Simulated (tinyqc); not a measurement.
Inside a calculation (part 2 of 2). Method: LCCD on RHF in the sto-3g basis, frozen core, for CH3+, spin multiplicity 1. Computed by tinyqc, a small Python program that keeps every step (integrals from PySCF). Command: `OMP_NUM_THREADS=1 python tinyqc.py 21604 21605 out.jsonl` (the two numbers bound the seeds that draw the settings). One thread of a shared host (Intel(R) Xeon(R) Processor @ 2.60GHz), about 0.1 s of CPU time with the checks.

Geometry (angstrom):
```
atom          x          y         z
C      0.000000   0.000000  0.071000
H      1.029000   0.000000  0.000000
H     -0.515000   0.892000  0.000000
H     -0.515000  -0.892000  0.000000
```

## Convergence

Stop when the energy changes by less than 1e-10 hartree and every element of the error matrix X^T (F D S - S D F) X is below 3e-06.

Course of the cycle:
```
iteration   E (hartree)     change  largest element of the error matrix
1          -36.86711941          -                             7.95e-01
2          -38.75497726  -1.89e+00                             7.15e-02
3          -38.75621765  -1.24e-03                             5.97e-03
4          -38.75626609  -4.84e-05                             1.10e-03
5          -38.75626781  -1.72e-06                             1.74e-05
6          -38.75626781  -6.28e-10                             2.66e-06
7          -38.75626781  -1.28e-11                             7.81e-07
```

PySCF RHF in the same basis = -38.75626781 hartree

Converged in 7 iterations.

## Integrals over molecular orbitals

coefficients C, order 1C 1s, 1C 2s, 1C 2px, 1C 2py, 1C 2pz, 2H 1s, 3H 1s, 4H 1s:
```
[[0.992783, -0.235258, 0.000138, 0.000000, -0.019609, -0.219650, 0.000000, -0.002064],
 [0.033797, 0.712024, -0.000649, 0.000000, 0.099439, 1.519556, 0.000000, 0.015250],
 [0.000010, 0.000417, 0.651078, 0.000000, 0.000037, -0.010150, 0.000000, 1.146529],
 [0.000000, 0.000000, 0.000000, 0.651137, 0.000000, 0.000000, 1.145864, 0.000000],
 [-0.000652, -0.021068, -0.000028, 0.000000, 0.995077, -0.127018, 0.000000, -0.001254],
 [-0.006811, 0.181552, 0.398514, 0.000000, -0.030369, -0.788390, 0.000000, -1.119025],
 [-0.006801, 0.181105, -0.199486, 0.345246, -0.030401, -0.802982, -0.961735, 0.547857],
 [-0.006801, 0.181105, -0.199486, -0.345246, -0.030401, -0.802982, 0.961735, 0.547857]]
```

core Hamiltonian H = T + V (hartree), order 1C 1s, 1C 2s, 1C 2px, 1C 2py, 1C 2pz, 2H 1s, 3H 1s, 4H 1s:
```
[[-19.299764, -4.660136, -0.000036, 0.000000, 0.003898, -1.350513, -1.347393, -1.347393],
 [-4.660136, -6.199720, -0.000240, 0.000000, 0.038534, -2.900783, -2.896750, -2.896750],
 [-0.000036, -0.000240, -5.222164, 0.000000, 0.000025, -2.303413, 1.150632, 1.150632],
 [0.000000, 0.000000, 0.000000, -5.221930, 0.000000, 0.000000, -1.993024, 1.993024],
 [0.003898, 0.038534, 0.000025, 0.000000, -5.014274, 0.169022, 0.168713, 0.168713],
 [-1.350513, -2.900783, -2.303413, 0.000000, 0.169022, -4.054113, -0.905437, -0.905437],
 [-1.347393, -2.896750, 1.150632, -1.993024, 0.168713, -0.905437, -4.051419, -0.904054],
 [-1.347393, -2.896750, 1.150632, 1.993024, 0.168713, -0.905437, -0.904054, -4.051419]]
```

Given earlier and not repeated: Two-electron integrals (ij|kl) in chemists' order.

(pq|rs) = sum C_ip C_jq C_kr C_ls (ij|kl), one index at a time.

one-electron integrals over orbitals h = C^T H C (hartree):
```
[[-19.284185, 0.377298, -0.000234, 0.000000, 0.035587, 0.322304, 0.000000, 0.003019],
 [0.377298, -5.134178, -0.000208, 0.000000, -0.017053, -0.839763, 0.000000, -0.008317],
 [-0.000234, -0.000208, -4.757105, 0.000000, 0.000065, 0.009039, 0.000000, -0.886485],
 [0.000000, 0.000000, 0.000000, -4.756439, 0.000000, 0.000000, -0.886835, 0.000000],
 [0.035587, -0.017053, 0.000065, 0.000000, -5.007248, 0.085796, 0.000000, 0.000745],
 [0.322304, -0.839763, 0.009039, 0.000000, 0.085796, -3.661421, 0.000000, 0.002069],
 [0.000000, 0.000000, 0.000000, -0.886835, 0.000000, 0.000000, -3.893239, 0.000000],
 [0.003019, -0.008317, -0.886485, 0.000000, 0.000745, 0.002069, 0.000000, -3.893336]]
```

Two-electron integrals over orbitals (pq|rs), unique and non-zero (hartree); the lowest 1 orbital is frozen and left out:
```
(22|22) 0.531736    (32|22) 0.000207    (32|32) 0.124217    (33|22) 0.520953
(33|32) 0.043382    (33|33) 0.562304    (42|42) 0.124070    (43|42) -0.043544
(43|43) 0.041307    (44|22) 0.520768    (44|32) -0.043491   (44|33) 0.479955
(44|44) 0.562321    (52|22) -0.004193   (52|32) 1.14e-06    (52|33) -0.000330
(52|44) -0.000329   (52|52) 0.100483    (53|22) -3.78e-06   (53|32) -0.000374
(53|33) -0.001497   (53|44) 0.001489    (53|52) -0.000046   (53|53) 0.025817
(54|42) -0.000375   (54|43) 0.001495    (54|54) 0.025811    (55|22) 0.559367
(55|32) 0.000011    (55|33) 0.524294    (55|44) 0.524230    (55|52) 0.018747
(55|53) -0.000022   (55|55) 0.673267    (62|22) 0.079057    (62|32) -0.000175
(62|33) 0.058173    (62|44) 0.057818    (62|52) -0.003758   (62|53) -0.000042
(62|55) 0.128236    (62|62) 0.071936    (63|22) -0.000906   (63|32) -0.024637
(63|33) -0.030458   (63|44) 0.029085    (63|52) -0.000077   (63|53) 0.002135
(63|55) -0.001253   (63|62) -0.001078   (63|63) 0.053082    (64|42) -0.025508
(64|43) 0.030059    (64|54) 0.002168    (64|64) 0.054050    (65|22) -0.011534
(65|32) -0.000095   (65|33) -0.005864   (65|44) -0.005790   (65|52) 0.071313
(65|53) -0.000216   (65|55) -0.002694   (65|62) -0.012478   (65|63) 0.000073
(65|65) 0.058512    (66|22) 0.480484    (66|32) -0.001986   (66|33) 0.479511
(66|44) 0.481265    (66|52) -0.015098   (66|53) 0.000060    (66|55) 0.489798
(66|62) 0.037107    (66|63) 0.000508    (66|65) -0.014870   (66|66) 0.477058
(72|42) 0.014322    (72|43) 0.021850    (72|54) 0.004543    (72|64) 0.042557
(72|72) 0.047951    (73|42) 0.051300    (73|43) -0.013983   (73|54) -0.001605
(73|64) -0.026594   (73|72) -0.005149   (73|73) 0.038432    (74|22) 0.083757
(74|32) 0.051326    (74|33) 0.081937    (74|44) 0.054128    (74|52) 0.008612
(74|53) -0.001609   (74|55) 0.121307    (74|62) 0.071909    (74|63) -0.026737
(74|65) -0.003234   (74|66) 0.032816    (74|74) 0.117372    (75|42) 0.010324
(75|43) -0.003763   (75|54) 0.018061    (75|64) -0.003453   (75|72) 0.001544
(75|73) 0.004606    (75|75) 0.018870    (76|42) 0.109285    (76|43) -0.049062
(76|54) -0.002854   (76|64) -0.048468   (76|72) -0.011541   (76|73) 0.058148
(76|75) 0.009449    (76|76) 0.125135    (77|22) 0.505593    (77|32) -0.030685
(77|33) 0.474370    (77|44) 0.542659    (77|52) 0.001233    (77|53) 0.002952
(77|55) 0.511105    (77|62) 0.050565    (77|63) 0.040056    (77|65) -0.003073
(77|66) 0.487375    (77|74) 0.042062    (77|77) 0.555618    (82|22) 0.000793
(82|32) 0.014195    (82|33) -0.021336   (82|44) 0.022456    (82|52) -0.000024
(82|53) 0.004545    (82|55) 0.001263    (82|62) 0.000302    (82|63) 0.042484
(82|65) -0.000129   (82|66) 0.000570    (82|74) -0.004456   (82|77) 0.031875
(82|82) 0.047968    (83|22) 0.083553    (83|32) -0.051595   (83|33) 0.053906
(83|44) 0.082209    (83|52) 0.008616    (83|53) 0.001606    (83|55) 0.121254
(83|62) 0.071842    (83|63) 0.025559    (83|65) -0.003142   (83|66) 0.034930
(83|74) 0.044854    (83|77) 0.076419    (83|82) 0.006238    (83|83) 0.117824
(84|42) 0.051083    (84|43) -0.013696   (84|54) -0.001581   (84|64) -0.026103
(84|72) -0.004724   (84|73) 0.033612    (84|75) 0.004577    (84|76) 0.057702
(84|84) 0.037944    (85|22) -0.000087   (85|32) 0.010331    (85|33) 0.003688
(85|44) -0.003804   (85|52) 0.000689    (85|53) 0.018059    (85|55) -0.000013
(85|62) -0.000130   (85|63) -0.003367   (85|65) 0.000380    (85|66) -0.000311
(85|74) 0.004581    (85|77) -0.002738   (85|82) 0.001538    (85|83) -0.004665
(85|85) 0.018876    (86|22) -0.000012   (86|32) 0.108779    (86|33) 0.047976
(86|44) -0.048543   (86|52) -0.000150   (86|53) -0.002794   (86|55) -0.000120
(86|62) -0.000046   (86|63) -0.046644   (86|65) -0.000201   (86|66) -0.002333
(86|74) 0.057604    (86|77) -0.047992   (86|82) -0.011050   (86|83) -0.058448
(86|85) 0.009393    (86|86) 0.123295    (87|42) -0.029649   (87|43) 0.033764
(87|54) 0.002933    (87|64) 0.040539    (87|72) 0.031247    (87|73) -0.016510
(87|75) -0.002627   (87|76) -0.047421   (87|84) -0.016111   (87|87) 0.041038
(88|22) 0.505772    (88|32) 0.032742    (88|33) 0.543621    (88|44) 0.473463
(88|52) 0.001233    (88|53) -0.003012   (88|55) 0.511208    (88|62) 0.051113
(88|63) -0.042129   (88|65) -0.003132   (88|66) 0.485600    (88|74) 0.077207
(88|77) 0.470982    (88|82) -0.031078   (88|83) 0.040654    (88|85) 0.002859
(88|86) 0.049840    (88|88) 0.557546
```

## LCCD: starting amplitudes

orbital energies (hartree): [-11.619242, -1.320641, -1.001881, -1.001623, -0.263818, 0.304475, 0.364190, 0.364979]

t_ij^ab = <ij||ab> / (e_i + e_j - e_a - e_b), whose energy is MP2.

Starting amplitudes (spin orbitals 1a, 1b, ...; amplitudes related by a flip of all spins are not repeated; the 24 largest):
```
from      to          t
2a 2b  5a 5b  -0.047540
3a 3b  8a 8b  -0.043100
4a 4b  7a 7b  -0.042968
2a 4b  6a 7b  -0.024042
2a 3b  6a 8b  -0.024011
2a 2b  6a 6b  -0.022133
4a 4b  6a 6b  -0.020692
3a 3b  6a 6b  -0.020317
4a 4b  5a 5b  -0.017492
3a 3b  5a 5b  -0.017490
3a 4b  7b 8a   0.016414
2a 2b  7a 7b  -0.014230
2a 4b  6b 7a   0.014229
2a 2b  8a 8b  -0.014229
2a 3b  6b 8a   0.014199
3a 3b  7a 7b  -0.014067
4a 4b  8a 8b  -0.013883
3a 4b  7a 8b  -0.012300
3a 4b  6a 7b   0.010006
3a 4b  6b 7a  -0.009952
2a 4a  6a 7a  -0.009813
2a 3a  6a 8a  -0.009812
4a 4b  6a 8b   0.009766
3a 3b  6a 8b  -0.009561
```

correlation energy = -0.03723966 hartree

## LCCD: amplitude update 1

t_ij^ab D_ij^ab are set to the remaining terms of the spin-orbital equations, evaluated with the old amplitudes; for the doubles these are <ij||ab> + 1/2 <ab||ef> t_ij^ef + 1/2 <mn||ij> t_mn^ab + P(ij)P(ab) <mb||ej> t_im^ae, D the orbital-energy denominators (linear CCD).

Amplitudes after update 1 (spin orbitals 1a, 1b, ...; amplitudes related by a flip of all spins are not repeated; the 24 largest):
```
from      to          t
2a 2b  5a 5b  -0.063363
3a 3b  8a 8b  -0.055377
4a 4b  7a 7b  -0.055204
2a 4b  6a 7b  -0.030629
2a 3b  6a 8b  -0.030572
4a 4b  6a 6b  -0.026481
2a 2b  6a 6b  -0.026004
3a 3b  6a 6b  -0.025974
4a 4b  5a 5b  -0.021130
3a 3b  5a 5b  -0.021128
3a 4b  7b 8a   0.020708
2a 4b  6b 7a   0.020447
2a 3b  6b 8a   0.020391
3a 4b  7a 8b  -0.018072
2a 2b  8a 8b  -0.016931
2a 2b  7a 7b  -0.016931
3a 3b  7a 7b  -0.016174
4a 4b  8a 8b  -0.015926
3a 4b  6a 7b   0.013460
3a 4b  6b 7a  -0.013419
4a 4b  6a 8b   0.013140
3a 3b  6a 8b  -0.012886
2a 4a  6a 7a  -0.010182
2a 3a  6a 8a  -0.010181
```

correlation energy = -0.04778033 hartree

## LCCD: amplitude update 2

As before.

Amplitudes after update 2 (spin orbitals 1a, 1b, ...; amplitudes related by a flip of all spins are not repeated; the 24 largest):
```
from      to          t
2a 2b  5a 5b  -0.069037
3a 3b  8a 8b  -0.059467
4a 4b  7a 7b  -0.059283
2a 4b  6a 7b  -0.032414
2a 3b  6a 8b  -0.032347
4a 4b  6a 6b  -0.028411
3a 3b  6a 6b  -0.027862
2a 2b  6a 6b  -0.027094
2a 4b  6b 7a   0.022770
2a 3b  6b 8a   0.022702
3a 4b  7b 8a   0.022013
4a 4b  5a 5b  -0.021301
3a 3b  5a 5b  -0.021299
3a 4b  7a 8b  -0.020599
2a 2b  8a 8b  -0.017595
2a 2b  7a 7b  -0.017593
3a 3b  7a 7b  -0.016401
4a 4b  8a 8b  -0.016133
3a 4b  6a 7b   0.014546
3a 4b  6b 7a  -0.014517
4a 4b  6a 8b   0.014196
3a 3b  6a 8b  -0.013928
2a 3a  6a 8a  -0.009645
2a 4a  6a 7a  -0.009645
```

correlation energy = -0.05105701 hartree

## LCCD: convergence

E_corr = 1/4 sum <ij||ab> t_ij^ab; stop when the norm of the change is below 1e-8.

Course of the amplitude iterations:
```
update  correlation energy (hartree)  norm of the change
0                        -0.03723966                   -
1                        -0.04778033            7.03e-02
2                        -0.05105701            2.39e-02
3                        -0.05273962            9.00e-03
4                        -0.05274731            1.60e-03
5                        -0.05275190            3.30e-04
6                        -0.05275177            5.93e-05
7                        -0.05275149            1.91e-05
8                        -0.05275146            8.90e-07
9                        -0.05275145            2.98e-07
10                       -0.05275144            8.84e-08
11                       -0.05275144            2.18e-08
12                       -0.05275144            5.82e-09
```

Converged amplitudes (spin orbitals 1a, 1b, ...; amplitudes related by a flip of all spins are not repeated; the 24 largest):
```
from      to          t
2a 2b  5a 5b  -0.072993
3a 3b  8a 8b  -0.061891
4a 4b  7a 7b  -0.061707
2a 4b  6a 7b  -0.033189
2a 3b  6a 8b  -0.033117
4a 4b  6a 6b  -0.029403
3a 3b  6a 6b  -0.028837
2a 2b  6a 6b  -0.027782
2a 4b  6b 7a   0.024197
2a 3b  6b 8a   0.024125
3a 4b  7b 8a   0.022754
3a 4b  7a 8b  -0.022439
3a 3b  5a 5b  -0.019390
4a 4b  5a 5b  -0.019389
2a 2b  8a 8b  -0.017770
2a 2b  7a 7b  -0.017768
3a 3b  7a 7b  -0.016235
4a 4b  8a 8b  -0.015959
3a 4b  6a 7b   0.014977
3a 4b  6b 7a  -0.014961
4a 4b  6a 8b   0.014609
3a 3b  6a 8b  -0.014333
2a 3a  6a 8a  -0.008993
2a 4a  6a 7a  -0.008991
```

LCCD total energy = -38.80901926 hartree

Converged in 12 updates, with DIIS from the third.
